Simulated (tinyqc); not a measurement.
Worked calculation: UHF in the sto-3g basis, for OH+, spin multiplicity 3. One step of it, computed by the program tinyqc.

Question. Iteration 2: building the Fock matrix. J_ij = sum D_kl (ij|kl) with D = D(alpha) + D(beta), K_ij = sum D_kl (ik|jl) for each spin; F = H + J - K(s); E = tr D H + tr D J / 2 - 0.5 sum_s tr D(s) K(s) + E_nn.

D(alpha) after iteration 1, order 1O 1s, 1O 2s, 1O 2px, 1O 2py, 1O 2pz, 2H 1s:
```
[[1.056529, -0.239204, 0.000000, 0.000000, 0.011977, -0.030242],
 [-0.239204, 1.014423, 0.000000, 0.000000, -0.049009, 0.094766],
 [0.000000, 0.000000, 1.000000, 0.000000, 0.000000, 0.000000],
 [0.000000, 0.000000, 0.000000, 1.000000, 0.000000, 0.000000],
 [0.011977, -0.049009, 0.000000, 0.000000, 0.928464, 0.128758],
 [-0.030242, 0.094766, 0.000000, 0.000000, 0.128758, 0.040537]]
```

D(beta) after iteration 1, order 1O 1s, 1O 2s, 1O 2px, 1O 2py, 1O 2pz, 2H 1s:
```
[[1.056312, -0.238221, 0.000000, 0.000000, 0.013831, -0.032290],
 [-0.238221, 1.010031, 0.000000, 0.000000, -0.057196, 0.102708],
 [0.000000, 0.000000, 0.000000, 0.000000, 0.000000, 0.000000],
 [0.000000, 0.000000, 0.000000, 0.000000, 0.000000, 0.000000],
 [0.013831, -0.057196, 0.000000, 0.000000, 0.913388, 0.141324],
 [-0.032290, 0.102708, 0.000000, 0.000000, 0.141324, 0.053010]]
```

core Hamiltonian H = T + V (hartree), order 1O 1s, 1O 2s, 1O 2px, 1O 2py, 1O 2pz, 2H 1s:
```
[[-31.944755, -7.429084, 0.000000, 0.000000, -0.005514, -0.386159],
 [-7.429084, -8.573262, 0.000000, 0.000000, -0.069543, -1.053298],
 [0.000000, 0.000000, -6.769597, 0.000000, 0.000000, 0.000000],
 [0.000000, 0.000000, 0.000000, -6.769597, 0.000000, 0.000000],
 [-0.005514, -0.069543, 0.000000, 0.000000, -6.801313, -0.881879],
 [-0.386159, -1.053298, 0.000000, 0.000000, -0.881879, -3.095879]]
```

Two-electron integrals (ij|kl) in chemists' order, unique and non-zero (hartree):
```
(11|11) 4.785065   (21|11) 0.741380   (21|21) 0.136873   (22|11) 1.118947
(22|21) 0.256633   (22|22) 0.817206   (31|31) 0.024477   (32|31) 0.037809
(32|32) 0.180518   (33|11) 1.115814   (33|21) 0.256684   (33|22) 0.817023
(33|33) 0.880159   (41|41) 0.024477   (42|41) 0.037809   (42|42) 0.180518
(43|43) 0.047444   (44|11) 1.115814   (44|21) 0.256684   (44|22) 0.817023
(44|33) 0.785270   (44|44) 0.880159   (51|51) 0.024477   (52|51) 0.037809
(52|52) 0.180518   (53|53) 0.047444   (54|54) 0.047444   (55|11) 1.115814
(55|21) 0.256684   (55|22) 0.817023   (55|33) 0.785270   (55|44) 0.785270
(55|55) 0.880159   (61|11) 0.038620   (61|21) 0.007076   (61|22) 0.013207
(61|33) 0.013188   (61|44) 0.013188   (61|51) 0.000296   (61|52) 0.000563
(61|55) 0.013248   (61|61) 0.000370   (62|11) 0.118042   (62|21) 0.027520
(62|22) 0.100441   (62|33) 0.098700   (62|44) 0.098700   (62|51) 0.002003
(62|52) 0.017103   (62|55) 0.103819   (62|61) 0.001450   (62|62) 0.017127
(63|31) 0.002562   (63|32) 0.016051   (63|53) 0.003346   (63|63) 0.002170
(64|41) 0.002562   (64|42) 0.016051   (64|54) 0.003346   (64|64) 0.002170
(65|11) 0.097420   (65|21) 0.022969   (65|22) 0.089685   (65|33) 0.086047
(65|44) 0.086047   (65|51) 0.003910   (65|52) 0.029478   (65|55) 0.096860
(65|61) 0.001246   (65|62) 0.018656   (65|65) 0.022280   (66|11) 0.328625
(66|21) 0.077764   (66|22) 0.326771   (66|33) 0.317596   (66|44) 0.317596
(66|51) 0.005386   (66|52) 0.065926   (66|55) 0.344938   (66|61) 0.004097
(66|62) 0.079296   (66|65) 0.099886   (66|66) 0.774606
```

nuclear repulsion = 2.63600105 hartree

Give: Coulomb J; exchange K(alpha); exchange K(beta); F(alpha); F(beta); total energy of this density.

Answer.

Coulomb J (hartree), order 1O 1s, 1O 2s, 1O 2px, 1O 2py, 1O 2pz, 2H 1s:
```
[[16.079, 2.971, 0.000, 0.000, -0.003, 0.154],
 [2.971, 7.029, 0.000, 0.000, -0.008, 0.836],
 [0.000, 0.000, 6.992, 0.000, 0.000, 0.000],
 [0.000, 0.000, 0.000, 6.992, 0.000, 0.000],
 [-0.003, -0.008, 0.000, 0.000, 7.082, 0.738],
 [0.154, 0.836, 0.000, 0.000, 0.738, 2.696]]
```

exchange K(alpha) (hartree), order 1O 1s, 1O 2s, 1O 2px, 1O 2py, 1O 2pz, 2H 1s:
```
[[4.911, 0.854, 0.000, 0.000, 0.001, 0.046],
 [0.854, 1.402, 0.000, 0.000, -0.018, 0.198],
 [0.000, 0.000, 1.166, 0.000, 0.000, 0.000],
 [0.000, 0.000, 0.000, 1.166, 0.000, 0.000],
 [0.001, -0.018, 0.000, 0.000, 1.134, 0.166],
 [0.046, 0.198, 0.000, 0.000, 0.166, 0.112]]
```

exchange K(beta) (hartree), order 1O 1s, 1O 2s, 1O 2px, 1O 2py, 1O 2pz, 2H 1s:
```
[[4.861, 0.778, 0.000, 0.000, 0.001, 0.041],
 [0.778, 1.037, 0.000, 0.000, -0.023, 0.169],
 [0.000, 0.000, 0.238, 0.000, 0.000, 0.000],
 [0.000, 0.000, 0.000, 0.238, 0.000, 0.000],
 [0.001, -0.023, 0.000, 0.000, 1.028, 0.164],
 [0.041, 0.169, 0.000, 0.000, 0.164, 0.121]]
```

F(alpha) (hartree), order 1O 1s, 1O 2s, 1O 2px, 1O 2py, 1O 2pz, 2H 1s:
```
[[-20.776, -5.312, 0.000, 0.000, -0.010, -0.278],
 [-5.312, -2.946, 0.000, 0.000, -0.059, -0.416],
 [0.000, 0.000, -0.944, 0.000, 0.000, 0.000],
 [0.000, 0.000, 0.000, -0.944, 0.000, 0.000],
 [-0.010, -0.059, 0.000, 0.000, -0.853, -0.310],
 [-0.278, -0.416, 0.000, 0.000, -0.310, -0.512]]
```

F(beta) (hartree), order 1O 1s, 1O 2s, 1O 2px, 1O 2py, 1O 2pz, 2H 1s:
```
[[-20.726, -5.236, 0.000, 0.000, -0.010, -0.273],
 [-5.236, -2.581, 0.000, 0.000, -0.054, -0.387],
 [0.000, 0.000, -0.016, 0.000, 0.000, 0.000],
 [0.000, 0.000, 0.000, -0.016, 0.000, 0.000],
 [-0.010, -0.054, 0.000, 0.000, -0.748, -0.307],
 [-0.273, -0.387, 0.000, 0.000, -0.307, -0.521]]
```

total energy of this density = -73.88197 hartree

This density is a damped mixture and is not idempotent.
